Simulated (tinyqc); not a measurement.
Pariser-Parr-Pople SCF with singles CI, for the molecule C=CC=CC=C (SMILES; centres numbered as the heavy atoms are written), step by step. One step of it, computed by the program tinyqc.

Question. Iteration 2: orbitals and new P. Diagonalise F (the basis is taken as orthonormal) and form P = 2 sum c c over the lowest orbitals; 0.3 of the old P is kept.

F (eV), order 1C, 2C, 3C, 4C, 5C, 6C:
```
[[-5.595000, -5.655246, 0.000000, 0.677319, 0.000000, -0.291704],
 [-5.655246, -5.595000, -3.949997, 0.000000, 0.127236, 0.000000],
 [0.000000, -3.949997, -5.595000, -5.364457, 0.000000, 0.677319],
 [0.677319, 0.000000, -5.364457, -5.595000, -3.949997, 0.000000],
 [0.000000, 0.127236, 0.000000, -3.949997, -5.595000, -5.655246],
 [-0.291704, 0.000000, 0.677319, 0.000000, -5.655246, -5.595000]]
```

pi electrons, sum of z_r less the charge = 6

P after iteration 1, order 1C, 2C, 3C, 4C, 5C, 6C:
```
[[1.000000, 0.893594, 0.000000, -0.369094, 0.000000, 0.252745],
 [0.893594, 1.000000, 0.442285, 0.000000, -0.069352, 0.000000],
 [0.000000, 0.442285, 1.000000, 0.816607, 0.000000, -0.369094],
 [-0.369094, 0.000000, 0.816607, 1.000000, 0.442285, 0.000000],
 [0.000000, -0.069352, 0.000000, 0.442285, 1.000000, 0.893594],
 [0.252745, 0.000000, -0.369094, 0.000000, 0.893594, 1.000000]]
```

Give: orbital energies; P after iteration 2.

Answer.

orbital energies (eV): [-13.8091, -12.1284, -9.4432, -1.7468, 0.9384, 2.6191]

P after iteration 2, order 1C, 2C, 3C, 4C, 5C, 6C:
```
[[1.0000, 0.9078, 0.0000, -0.3547, 0.0000, 0.2215],
 [0.9078, 1.0000, 0.4142, 0.0000, -0.0592, 0.0000],
 [0.0000, 0.4142, 1.0000, 0.8376, 0.0000, -0.3547],
 [-0.3547, 0.0000, 0.8376, 1.0000, 0.4142, 0.0000],
 [0.0000, -0.0592, 0.0000, 0.4142, 1.0000, 0.9078],
 [0.2215, 0.0000, -0.3547, 0.0000, 0.9078, 1.0000]]
```
